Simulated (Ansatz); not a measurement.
```yaml
crystal:
  periodic: [false, false, false]
  atoms:
    - {symbol: Al, position_ang: [-1.153435, -0.008360, -0.000153]}
    - {symbol: P, position_ang: [1.139775, 0.008261, 0.000151]}
    - {symbol: H, position_ang: [-2.083493, 1.244341, -0.002836]}
    - {symbol: H, position_ang: [-2.065238, -1.274411, 0.002285]}
basis:
  gaussian: {orbitals: def2-TZVP}
hamiltonian: {xc: pbe0}
relax: {f_tol: 0.004, max_steps: 80}
```

```sh
$ ansatz run in.yaml --threads 1 --pin off --events-out ev --progress --plain --max-ram 2176MiB
```

Steps of the relaxation (energy above the last step; positions in Å, forces in eV/Å):

```
4
step 1, 135.2 meV
Al   -1.153   -0.008    0.000    0.307    0.002    0.000
P     1.140    0.008    0.000   -0.503   -0.004    0.000
H    -2.083    1.244   -0.003    0.093    0.661   -0.001
H    -2.065   -1.274    0.002    0.103   -0.660    0.001
```

```
4
step 2, 3.8 meV
Al   -1.237   -0.009    0.000   -0.069   -0.001    0.000
P     1.021    0.007    0.000   -0.121   -0.001    0.000
H    -1.984    1.412   -0.003    0.096   -0.178    0.000
H    -1.963   -1.440    0.003    0.094    0.179    0.000
```

```
4
step 3, 0.1 meV
Al   -1.239   -0.009    0.000   -0.021    0.000    0.000
P     1.011    0.007    0.000   -0.008    0.000    0.000
H    -1.977    1.401   -0.003    0.014   -0.024    0.000
H    -1.957   -1.429    0.003    0.014    0.024    0.000
```

```
4
step 4, 0.0 meV
Al   -1.240   -0.009    0.000   -0.002    0.000    0.000
P     1.009    0.007    0.000    0.001    0.000    0.000
H    -1.976    1.400   -0.003    0.000    0.000    0.000
H    -1.956   -1.428    0.003    0.000    0.000    0.000
```

Close pairs at the end: Al1–H3 1.589 Å, Al1–H4 1.589 Å, Al1–P2 2.249 Å.

A stationary point of restricted PBE0 after 4 steps (its stability towards spin polarisation wasn't tested); no frequencies were run, so it isn't proven a minimum. 6.5 s on 1 thread of Arm Neoverse V2, shared host.
